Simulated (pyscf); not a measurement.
A first-order saddle from PySCF, ωB97X-D3(BJ)/def2-SVP:

```
Ge
H 1 1.5418
H 1 1.5828 2 105.82
H 3 1.1932 1 74.41 2 -60.16
P 1 2.3288 2 109.59 4 -85.33
H 5 1.4220 1 96.47 2 119.48
H 5 1.4241 6 93.81 4 -119.20
```

Surface: singlet, charge 0. Lowest wavenumbers (cm⁻¹): 1303i, 108, 375, 447, 525.

Problem. Which two sides does it connect, and which bonds change?

Solution. `[PH2][GeH3]` ⇌ `[PH2][GeH]` [singlet] + `[H][H]`, a 1,1-elimination read from left to right: Ge–H, Ge–H broken and H–H formed. At ωB97M-D3(BJ)/def2-TZVP it lies +53.2 kcal/mol from the left side and +18.3 kcal/mol from the right (each side as separated species at their lowest minima found). One saddle was located; it need not be the lowest between these sides. Elements up to Kr have no core potential and no relativistic terms here.
